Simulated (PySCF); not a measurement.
# H7NSi2: the cost of one run

Method: levels as typed in each script, gas phase, geometry from GFN2-xTB; program: PySCF 2.14.0.

### 1 Starting geometry

SMILES `[SiH3]N[SiH3]`, 10 atoms, charge 0, spin multiplicity 1.

Bond lengths: Si1–N2 1.732 Å, Si1–H4 1.464 Å, Si1–H5 1.469 Å, Si1–H6 1.461 Å, N2–Si3 1.732 Å, N2–H7 1.007 Å, Si3–H8 1.464 Å, Si3–H9 1.461 Å, Si3–H10 1.469 Å. Angles: N2–Si1–H4 105.7°, N2–Si1–H5 111.9°, N2–Si1–H6 107.1°, H4–Si1–H5 110.0°, H4–Si1–H6 112.4°, H5–Si1–H6 109.7°, Si1–N2–Si3 128.8°, Si1–N2–H7 114.5°, Si3–N2–H7 114.5°, N2–Si3–H8 105.7°, N2–Si3–H9 107.1°, N2–Si3–H10 111.9°, H8–Si3–H9 112.4°, H8–Si3–H10 110.0°, H9–Si3–H10 109.7°.

Geometry (Å):

```
Si   -1.5618    0.1386   -0.0043
N    -0.0001   -0.6082    0.0473
Si    1.5618    0.1386   -0.0043
H    -2.5164   -0.9183    0.3325
H    -1.8640    0.6847   -1.3336
H    -1.5550    1.2176    0.9802
H     0.0000   -1.5919   -0.1684
H     2.5164   -0.9183    0.3325
H     1.5551    1.2176    0.9802
H     1.8640    0.6847   -1.3336
```

### 2 Density, bond paths and surface potential (wB97X/def2-tzvp)

input.py reads:

```python
import numpy as np
from pyscf import gto, scf, dft
from pyscf.scf import atom_ks, atom_hf
from scipy.linalg import block_diag

def solve(mol, dm0=None, hcore=None):
    mf = (dft.UKS if mol.spin else dft.RKS)(mol, xc='wb97x')
    mf.grids.level = 3
    mf = mf.density_fit(auxbasis='def2-universal-jkfit')
    mf.conv_tol, mf.max_cycle = 1e-8, 80
    if hcore is not None:
        mf.get_hcore = lambda *args: hcore
    mf.kernel(dm0)
    if not mf.converged:
        mf = mf.newton().run(mf.mo_coeff, mf.mo_occ, max_cycle=30)
    assert mf.converged, 'SCF not converged'
    return mf

mol = gto.M(atom='''
Si    -1.56177     0.13861    -0.00432
N     -0.00005    -0.60818     0.04732
Si     1.56179     0.13860    -0.00432
H     -2.51642    -0.91832     0.33246
H     -1.86402     0.68474    -1.33363
H     -1.55504     1.21764     0.98024
H     -0.00002    -1.59186    -0.16839
H      2.51643    -0.91833     0.33246
H      1.55506     1.21763     0.98024
H      1.86404     0.68473    -1.33363
''', basis='def2-tzvp', charge=0, spin=0, verbose=4)
mf = solve(mol)
mf.analyze()
# spherically averaged free atoms, for the promolecule
atm = atom_ks.get_atm_nrks(mol, xc='wb97x')
pro = block_diag(*[(atm[a[0]][2] * atm[a[0]][3]) @ atm[a[0]][2].T for a in mol._atom])
np.savez('result.npz', e=mf.e_tot, c=mf.mo_coeff, occ=mf.mo_occ, eps=mf.mo_energy, pro=pro, dip=mf.dip_moment(verbose=0), s2=mf.spin_square()[0])
```

On the command line:

```bash
> OMP_NUM_THREADS=1 python input.py
```

Q: Estimate wall time and peak memory on 1 thread of Arm Neoverse V1, shared host.

About 17 s, with a peak of 0.58 GiB.
